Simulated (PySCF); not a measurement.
C₄H₄F₂.
SMILES: `FC1=C(F)CC1`

Level of theory: PBE0-D3(BJ)/def2-SVP geometry optimisation, gas phase in PySCF.

Masses are those of the commonest isotopes; rigid-rotor values at the optimised geometry. 

Task: What are A, B and C (cm⁻¹)?

Result: Ia = 103.75, Ib = 132.57, Ic = 229.80 u·Å²; 505379 MHz·u·Å²/I gives 4871, 3812 and 2199 MHz, that is A = 0.16248, B = 0.12716, C = 0.07336 cm⁻¹.

Task: Classify the top.

Result: An asymmetric top. Ray's parameter κ = (2B − A − C)/(A − C) = 0.207; −1 is the prolate and +1 the oblate limit.

Task: Is it planar, by Δ = Ic − Ia − Ib?

Result: Not planar: Δ = Ic − Ia − Ib = -6.52 u·Å². For a rigid frame Δ = −2 Σ m c², so Σ m c² = 3.26 u·Å² lies off the ab plane, practically all of it from hydrogen. The atom farthest from that plane is 0.91 Å away.

Task: Give the coordinates in the principal-axis frame, origin at the centre of mass.

Result: The sense of each axis is arbitrary; atoms in the order of the calculation.
```tsv
atom	mass (u)	a (Å)	b (Å)	c (Å)
F1	18.998	-1.605	1.019	0.002
C2	12.000	-0.668	0.094	0.000
C3	12.000	0.668	0.095	-0.001
F4	18.998	1.603	1.021	-0.001
C5	12.000	0.783	-1.399	0.004
C6	12.000	-0.781	-1.400	-0.004
H7	1.008	1.228	-1.839	0.911
H8	1.008	1.246	-1.851	-0.888
H9	1.008	-1.226	-1.841	-0.911
H10	1.008	-1.241	-1.853	0.888
```

Task: Which lines would a microwave search look for?

Result: The dipole components are |μa| = 0.00 D, |μb| = 2.05 D, |μc| = 0.00 D; the symmetry axis of this C2v structure is b, so μa and μc vanish by symmetry and there are no a-type or c-type lines. Some lines, for components of 0.1 D or more:

```csv
type,branch,"J(Ka,Kc)",MHz,lower level (cm⁻¹)
b,Q,"1(1,0) ← 1(0,1)",2672,0.201
b,Q,"2(2,0) ← 2(1,1)",4107,0.744
b,Q,"2(1,1) ← 2(0,2)",5215,0.571
b,R,"1(1,1) ← 0(0,0)",7070,0.000
b,Q,"2(2,1) ← 2(1,2)",8016,0.583
b,R,"2(0,2) ← 1(1,1)",10033,0.236
b,R,"2(1,2) ← 1(0,1)",11469,0.201
b,R,"2(2,1) ← 1(1,0)",16812,0.290
b,R,"2(2,0) ← 1(1,1)",19355,0.236
```

Task: Estimate the classical rotational partition function at 10 K, 50 K and 500 K.

Result: Point group C2v, symmetry number σ = 2; q = (√π/σ)·√((kT/h)³/(ABC)), k/h = 20836.6 MHz/K: 417 at 10 K, 4660 at 50 K, 147000 at 500 K.

Not checked by PBE0-D3(BJ)/def2-SVP frequencies. No vibrational averaging or centrifugal distortion is included, and the geometry carries the error of its method.

Hardware: one thread of an Arm Neoverse V2, no GPU, shared host with 96 logical CPUs at a one-minute load of 27. Cost: 22 s of wall time, 0.43 GiB resident at most. These figures are those of the optimisation.
